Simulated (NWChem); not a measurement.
**doublet OH: levels of theory compared**

We compute a comparison of 6 runs (U-revPBE/aug-cc-pVTZ, UBLYP/aug-cc-pVTZ, USVWN5/aug-cc-pVTZ, UMP2/aug-cc-pVTZ, UCCSD/aug-cc-pVTZ, UCCSD(T)/aug-cc-pVTZ) of doublet OH. 

Program for the calculation: NWChem 7.3.0.

## Step 1: The structure to begin with

OH has 2 atoms, charge 0, and is taken as a doublet. SMILES of the parent species: `[OH-]`. Geometry: relaxed at PBE0-D4/def2-TZVPD. That shape belongs to the parent species and isn't relaxed for this state.

Bond lengths: O1–H2 0.964 Å.

## Step 2: A single-point energy at U-revPBE/aug-cc-pVTZ (run 1)

File calc.xyz:

```xyz
2

O      0.411800    -0.131800     0.212500
H     -0.411800     0.131800    -0.212500
```

File calc.nw:

```
start calc
memory total 2200 mb
charge 0

geometry units angstrom noautosym nocenter noautoz
load calc.xyz
end

basis spherical bse
* library aug-cc-pVTZ
end

dft
xc revpbe cpbe96
mult 2
grid xfine
convergence energy 1e-08
iterations 100
mulliken
print medium
end

task dft energy
```

Run with:

```
nwchem calc.nw > calc.out
```

Log:

```text
[...]
          Wavefunction type:  spin polarized.
          No. of atoms     :     2
          No. of electrons :     9
[...]
          Charge           :     0
          Spin multiplicity:     2
[...]
          AO basis - number of functions:    69
[...]
              XC Information
              --------------
                        RevPBE Exchange Functional  1.000
            Perdew 1991 LDA Correlation Functional  1.000 local
           PerdewBurkeErnz. Correlation Functional  1.000 non-local
[...]
 d= 0,ls=0.0,diis     1    -75.7235430079 -8.01D+01  2.29D-03  7.56D-02     0.8
[...]
 d= 0,ls=0.0,diis     8    -75.7432300646 -1.65D-09  2.12D-07  3.48D-10     5.8
[...]
         Total DFT energy =      -75.743230064622
      One electron energy =     -112.634765313771
           Coulomb energy =       41.356552372182
    Exchange-Corr. energy =       -8.858584481143
 Nuclear repulsion energy =        4.393567358110
[...]
      Total Density - Mulliken Population Analysis
     ---------------------------------------------
    Atom       Charge   Shell Charges
 -----------   ------   -------------------------------------------------------
    1 O    8     8.21   1.95  0.27  1.03  0.67  0.06  1.24  1.92  1.00  0.07  0.00  0.01 -0.00  0.00  0.00
    2 H    1     0.79   0.27  0.38  0.02 -0.00  0.02  0.05  0.03  0.01  0.01
[...]
      <S2> =      0.7525 (Exact =     0.7500)
[...]
```

Run time: 6.6 s. Hardware: 1 thread of Intel Xeon Platinum 8559C (Emerald Rapids), shared host; peak memory 0.12 GiB.

## Step 3: A single-point energy at UBLYP/aug-cc-pVTZ (run 2)

File test.nw:

```
start test
memory total 2200 mb

geometry units angstroms noautosym nocenter noautoz
   O     0.411800   -0.131800    0.212500
   H    -0.411800    0.131800   -0.212500
end

basis spherical bse
   * library aug-cc-pVTZ
end

dft
   xc becke88 lyp
   mult 2
   grid xfine
   convergence energy 1e-08
   maxiter 100
   mulliken
   noprint "final vectors analysis"
end

task dft energy
```

Run with:

```
nwchem test.nw > test.out
```

Log:

```text
[...]
          Wavefunction type:  spin polarized.
          No. of atoms     :     2
          No. of electrons :     9
[...]
          Charge           :     0
          Spin multiplicity:     2
[...]
          AO basis - number of functions:    69
[...]
              XC Information
              --------------
                    Becke 1988 Exchange Functional  1.000
              Lee-Yang-Parr Correlation Functional  1.000
[...]
 d= 0,ls=0.0,diis     1    -75.7332336517 -8.01D+01  2.17D-03  9.76D-02     0.8
[...]
 d= 0,ls=0.0,diis     8    -75.7553789140 -1.83D-09  2.26D-07  5.89D-10     5.7
[...]
         Total DFT energy =      -75.755378913954
      One electron energy =     -112.651118258039
           Coulomb energy =       41.371844709186
    Exchange-Corr. energy =       -8.869672723212
 Nuclear repulsion energy =        4.393567358110
[...]
      Total Density - Mulliken Population Analysis
     ---------------------------------------------
    Atom       Charge   Shell Charges
 -----------   ------   -------------------------------------------------------
    1 O    8     8.21   1.94  0.27  1.02  0.67  0.06  1.26  1.87  1.03  0.07  0.00  0.01 -0.00  0.00 -0.00
    2 H    1     0.79   0.27  0.38  0.02 -0.00  0.02  0.05  0.03  0.01  0.01
[...]
      <S2> =      0.7522 (Exact =     0.7500)
[...]
```

Run time: 6.3 s. Hardware: 1 thread of Intel Xeon Platinum 8559C (Emerald Rapids), shared host; peak memory 0.12 GiB.

Runs 3 to 5 aren't shown in full; the table further down has their settings and results.

## Step 4: A single-point energy at UCCSD(T)/aug-cc-pVTZ (run 6)

File sp.nw:

```
start sp
title "HO"
memory stack 880 mb heap 220 mb global 1100 mb
geometry noautosym nocenter noautoz
   O        0.411800      -0.131800       0.212500
   H       -0.411800       0.131800      -0.212500
end
basis "ao basis" spherical bse
   * library aug-cc-pVTZ
end
scf
   nopen 1
   uhf
   thresh 1e-08
   maxiter 80
end
tce
   scf
   ccsd(t)
   freeze core 1
   maxiter 60
end
task tce energy
```

Run with:

```
nwchem sp.nw > sp.out
```

Log:

```text
[...]
  functions       =    69
[...]
  wavefunction    = UHF
[...]
         Total SCF energy =    -75.421825079100
      One electron energy =   -112.702841699807
      Two electron energy =     32.887449262597
 Nuclear repulsion energy =      4.393567358110
                       Sz =      0.5000
                 Sz(Sz+1) =      0.7500
                      S^2 =      0.7570
[...]
         Wavefunction type : Unrestricted Hartree-Fock
          No. of electrons :     9
[...]
         Spin multiplicity : doublet
[...]
 CCSD total energy / hartree       =       -75.639650898746908
[...]
 CCSD[T] total energy / hartree       =       -75.645703538761666
[...]
 CCSD(T) total energy / hartree       =       -75.645500555869347
[...]
```

Wall time 17 s (1 thread of Intel Xeon Platinum 8559C (Emerald Rapids), shared host); peak memory 0.77 GiB.

## Step 5: All runs side by side

| run | level | integration grid | iteration cap | energy (Eh) | HOMO energy (eV) | LUMO energy (eV) | ⟨S²⟩ | wall time |
| --- | --- | --- | --- | --- | --- | --- | --- | --- |
| 1 | U-revPBE/aug-cc-pVTZ | xfine | 100 | -75.743230 | -7.34 | -6.28 | 0.752 | 6.6 s |
| 2 | UBLYP/aug-cc-pVTZ | xfine | 100 | -75.755379 | – | – | 0.752 | 6.3 s |
| 3 | USVWN5/aug-cc-pVTZ | xfine | 100 | -75.200139 | -7.43 | -7.26 | 0.752 | 5.1 s |
| 4 | UMP2/aug-cc-pVTZ | – | 80 | -75.626305 | -13.99 | 0.81 | 0.757 | 5.7 s |
| 5 | UCCSD/aug-cc-pVTZ | – | 80 | -75.639651 | -13.99 | 0.81 | 0.757 | 15 s |
| 6 | UCCSD(T)/aug-cc-pVTZ | – | 80 | -75.645501 | -13.99 | 0.81 | 0.757 | 17 s |

## Step 6: Summary of results

| quantity | value |
| --- | --- |
| run 6: total energy | -75.64550 Eh |
| run 6: HOMO energy (Hartree–Fock orbitals) (highest over α and β) | -13.99 eV |
| run 6: LUMO energy (Hartree–Fock orbitals) (lowest over α and β) | 0.81 eV |
| run 6: correlation energy (1 core orbital frozen) | -223.7 mEh |
| run 6: (T) correction | -5.85 mEh |
| run 6: ⟨S²⟩ of the reference determinant | 0.757 |

Over runs 1, 2, 3 the dipole moment (its size) runs from 1.58 D (U-revPBE/aug-cc-pVTZ) to 1.65 D (USVWN5/aug-cc-pVTZ). Totals of different functionals can't be ranked against each other. All runs together took 56 s, the longest 17 s.
